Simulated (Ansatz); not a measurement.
# One shape, several levels: singlet O2

We compute a comparison of 6 runs (HF/3-21G, B2PLYP/aug-cc-pVTZ, BHLYP/aug-cc-pVTZ, PBE0/aug-cc-pVTZ, wB97X/aug-cc-pVTZ, RPA@PBE0/aug-cc-pVTZ) of singlet O2. 

The results are computed with Ansatz 0.2.0.

24 further runs of the same task are left out: 1 that didn't finish, 23 set aside as unsound or not needed.

## Step 1: Starting point

O2: 2 atoms, total charge 0, spin state singlet. As SMILES of the parent species, `O=O`. Geometry: relaxed at PBE0-D4/def2-TZVP. That shape belongs to the parent species and isn't relaxed for this state.

Bond lengths: O1–O2 1.193 Å.

## Step 2: The energy at HF/3-21G (run 1)

File input.yaml:

```yaml
crystal:
  periodic: [false, false, false]
  atoms:
    - {symbol: O, position_ang: [0.509550, -0.164850, 0.262450]}
    - {symbol: O, position_ang: [-0.509550, 0.164850, -0.262450]}
basis:
  gaussian:
    orbitals: 3-21G.json
output: {orbitals: {seedname: orbitals}}
accuracy: high
hamiltonian:
  xc: hf
```

The basis set 3-21G is read from a file made from the Basis Set Exchange's data (not shown).

Command:

```console
$ ansatz run input.yaml --threads 1 --pin off --max-ram 3480MiB --events-out events.jsonl --progress --plain --runs-dir runs
```

The program printed:

```text
Warning: RAYON_NUM_THREADS=1 ignored (pool sized by the plan → 1); use --threads N
Functional definition: HF
  name "HF"
  exchange = exact_x
  correlation = 0
279 factors; integrals over basis functions are off by at most 3.3e-9 eV
mean field evaluation 1: about -4045.4598 eV, gradient 1.5e1 eV
mean field evaluation 2: about -4045.4652 eV, gradient 1.5e1 eV
mean field evaluation 4: about -4045.8849 eV, gradient 8.2e-1 eV
mean field evaluation 8: about -4045.8861 eV, gradient 4.5e-4 eV
mean field -4045.88605234 eV, -148.6835700233 hartree, gradient 4.7e-8 eV, S^2 0.000000; 0 other end points of the search recorded, 0 dependent functions left out
reference -4045.88605234 eV, -148.6835700233 hartree; 8, 8 occupied and 10, 10 virtual orbitals, 279 factors
Total energy: -4045.88605234 eV, -148.6835700233 hartree
```

Run time: 0.06 s. Hardware: 1 thread of Arm Neoverse V1, shared host.

## Step 3: A single-point energy at B2PLYP/aug-cc-pVTZ (run 2)

File job.yaml:

```yaml
crystal:
  periodic: [false, false, false]
  atoms:
    - symbol: O
      position_ang: [0.509550, -0.164850, 0.262450]
    - symbol: O
      position_ang: [-0.509550, 0.164850, -0.262450]
basis:
  gaussian:
    orbitals: aug-cc-pVTZ
hamiltonian:
  xc: {name: B2PLYP}
correlation:
  frozen_orbitals: {O: 1}
accuracy: high
output: {orbitals: {seedname: orbitals}}
```

Command:

```console
$ ansatz run job.yaml --threads 1 --pin off --max-ram 3480MiB --events-out events.jsonl --progress --plain --runs-dir runs
```

The program printed (excerpt; [...] marks lines left out):

```text
Warning: RAYON_NUM_THREADS=1 ignored (pool sized by the plan → 1); use --threads N
Functional definition: B2PLYP
  name "B2PLYP"
[...]
1291 factors; integrals over basis functions are off by at most 3.5e-9 eV
[...]
mean field -4083.89473758 eV, -150.0803634429 hartree, gradient 7.5e-8 eV, S^2 0.000000; 0 other end points of the search recorded, 0 dependent functions left out; unrestricted orbitals would lower it
2 core orbitals not correlated: weight in the atoms' cores, before any rotation towards them, 1.000 or more for the frozen orbitals, at most 0.000 for the correlated occupied ones
reference -4083.89475666 eV, -150.0803641440 hartree; 6, 6 occupied and 84, 84 virtual orbitals, 1291 factors
second order -15.97473276 eV of doubles, -0.00000000 eV of singles
Total energy: -4088.20793451 eV, -150.2388705062 hartree
```

Wall time 3.3 s (1 thread of Arm Neoverse V1, shared host); peak memory 0.16 GiB.

Runs 3 to 5 aren't shown in full; the table further down has their settings and results.

## Step 4: The energy at RPA@PBE0/aug-cc-pVTZ (run 6)

File job.yaml:

```yaml
crystal:
  periodic: [false, false, false]
  atoms:
    - {symbol: O, position_ang: [0.509550, -0.164850, 0.262450]}
    - {symbol: O, position_ang: [-0.509550, 0.164850, -0.262450]}
basis:
  gaussian:
    orbitals: aug-cc-pVTZ
hamiltonian:
  xc: {name: PBE0}
accuracy: high
correlation:
  method: rpa
  frozen_orbitals: {O: 1}
```

Command:

```console
$ ansatz run job.yaml --threads 1 --pin off --max-ram 3480MiB --events-out events.jsonl --progress --plain --runs-dir runs
```

The program printed (excerpt; [...] marks lines left out):

```text
Warning: RAYON_NUM_THREADS=1 ignored (pool sized by the plan → 1); use --threads N
Functional definition: PBE0
  name "PBE0"
[...]
1291 factors; integrals over basis functions are off by at most 3.5e-9 eV
[...]
mean field -4086.20217797 eV, -150.1651603129 hartree, gradient 1.0e-8 eV, S^2 0.000000; 0 other end points of the search recorded, 0 dependent functions left out; unrestricted orbitals would lower it
[...]
unrestricted determinant -4072.26173983 eV, -149.6528586607 hartree, S^2 1.0245
2 core orbitals not correlated: weight in the atoms' cores, before any rotation towards them, 1.000 or more for the frozen orbitals, at most 0.000 for the correlated occupied ones
reference -4070.35153882 eV, -149.5826600683 hartree; 6, 6 occupied and 84, 84 virtual orbitals, 1291 factors
Total energy: -4088.09506752 eV, -150.2347227210 hartree
```

Wall time 4.8 s (1 thread of Arm Neoverse V1, shared host); peak memory 0.21 GiB.

## Step 5: All runs side by side

| run | level | frozen core orbitals | energy (Eh) | HOMO energy (eV) | LUMO energy (eV) | HOMO–LUMO gap (eV) | wall time |
| --- | --- | --- | --- | --- | --- | --- | --- |
| 1 | HF/3-21G | – | -148.683570 | -12.54 | 1.18 | 13.72 | 0.06 s |
| 2 | B2PLYP/aug-cc-pVTZ | 2 | -150.238871 | -9.41 | -2.71 | 6.70 | 3.3 s |
| 3 | BHLYP/aug-cc-pVTZ | – | -150.241056 | -9.41 | -3.14 | 6.27 | 2.2 s |
| 4 | PBE0/aug-cc-pVTZ | – | -150.165160 | -7.30 | -4.71 | 2.59 | 2.1 s |
| 5 | wB97X/aug-cc-pVTZ | – | -150.285957 | -9.88 | -2.10 | 7.78 | 6.3 s |
| 6 | RPA@PBE0/aug-cc-pVTZ | 2 | -150.234723 | – | – | – | 4.8 s |

## Step 6: What came out

| quantity | value |
| --- | --- |
| run 6: total energy | -150.23472 Eh |
| run 6: RPA correlation energy (valence) | -652.1 mEh |

What this shows: Over runs 1, 2, 3, 4, 5 the HOMO–LUMO gap runs from 2.59 eV (PBE0/aug-cc-pVTZ) to 13.72 eV (HF/3-21G). The two ends differ in method and basis. Totals of different functionals can't be ranked against each other. In runs 2, 6 the log says that unrestricted orbitals would lower the reference, so the values rest on an unstable closed-shell determinant (other closed-shell runs at this shape may share the fault). All runs together took 19 s, the longest 6.3 s.
